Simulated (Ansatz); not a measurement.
**CHSSi− (SMILES C#[Si][S-]): single points off equilibrium**

An exercise on one series of results from a longer session: the logs are not shown, and one member is left open.

Method: single points in def2-TZVPPD; program: Ansatz 0.2.0, Gaussian basis.

Cores are frozen in the correlated methods.

### The system as given

SMILES `C#[Si][S-]`, 4 atoms, charge -1, spin multiplicity 1.

Atoms are counted from 1 here; the program's logs count them from 0.

Bond lengths: C1–Si2 1.736 Å, C1–H4 1.107 Å, Si2–S3 1.986 Å. Angles: Si2–C1–H4 118.3°, C1–Si2–S3 165.9°.

As a file:

```
C     0.77510    0.94230   -0.02380
Si   -0.09130   -0.56240   -0.02810
S    -0.76010   -2.39960   -0.37800
H     0.27100    1.83610    0.39160
```

The first run:

run/in.yaml

```yaml
crystal:
  periodic: [false, false, false]
  atoms:
    - {symbol: C, position_ang: [0.775100, 0.942300, -0.023800]}
    - {symbol: Si, position_ang: [-0.091300, -0.562400, -0.028100]}
    - {symbol: S, position_ang: [-0.760100, -2.399600, -0.378000]}
    - {symbol: H, position_ang: [0.271000, 1.836100, 0.391600]}
basis:
  gaussian: {orbitals: "def2-TZVPPD.json"}
total_charge: -1
correlation: {method: ccsd_t}
output: {forces: true}
```

The basis file named in the input lies beside it (Basis Set Exchange, JSON).

The command line of these runs was not kept.

Steps of the session up to this table: CCSD(T)/def2-TZVPPD; PBE0-D4/def2-TZVPPD; wB97M-V/def2-TZVPPD; r2SCAN-D4/def2-TZVPPD; PBE-D4/def2-TZVPPD; SPW92/def2-TZVPPD; r2SCAN0-D4/def2-TZVPPD.

One of the session's tables, all rows but one given; the rest of the session is left out.

```
    method  RMS force component (eV/Å)  angle to CCSD(T) forces (°)
   CCSD(T)                       0.760                    reference
   PBE0-D4                       0.892                         14.0
   wB97M-V                       0.987                         16.9
 r2SCAN-D4                           ?                            ?
    PBE-D4                       0.790                          8.0
     SPW92                       0.876                         16.2
r2SCAN0-D4                       0.931                         17.6
```

Estimate the missing values for r2SCAN-D4.

As computed: RMS force component (eV/Å): 0.830; angle to CCSD(T) forces (°): 9.7. In the column «RMS force component (eV/Å)» it lies between PBE-D4 (0.790) and SPW92 (0.876).
